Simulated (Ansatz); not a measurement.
# OPSi: the cost of one run

Method: def2-QZVPP, core rule «outside noble gas», up to 11 orbitals frozen; program: Ansatz 0.2.0, Gaussian basis.

To be run: UHF; ROHF; CCSD(T) on UHF.

## 1. What is computed

The geometry is a PBE0/def2-TZVP stationary point (not a proven minimum) of the parent state, kept for this charge and spin.

3 atoms, charge 1, spin multiplicity 3.

Atoms are counted from 1 here; the program's logs count them from 0.

Bond lengths: O1–P2 1.484 Å, P2–Si3 2.271 Å. Angles: O1–P2–Si3 116.0°.

Coordinates:

```xyz
3
charge 1, multiplicity 3
O     0.0000   -0.6220    1.6032
P     0.0000    0.4735    0.6015
Si    0.0000   -0.1679   -1.5766
```

## 2. UHF

The input, in.yaml:

```yaml
crystal:
  periodic: [false, false, false]
  atoms:
    - {symbol: O, position_ang: [0.000000, -0.621986, 1.603231]}
    - {symbol: P, position_ang: [0.000000, 0.473546, 0.601473]}
    - {symbol: Si, position_ang: [0.000000, -0.167920, -1.576637]}
basis:
  gaussian: {orbitals: "def2-QZVPP.json"}
total_charge: 1
magnetization: {spin_polarized: true, initial_magnetization: 2}
hamiltonian: {xc: hf}
output: {orbitals: {seedname: orbitals}}
```

The run is started by

```bash
> ansatz run in.yaml --threads 1 --pin off --events-out ev --progress --plain --max-ram 2393MiB
```

What time and memory should one allow on 1 thread of Intel Xeon 6975P-C, shared host?

About 47 s, with a peak of 0.57 GiB.
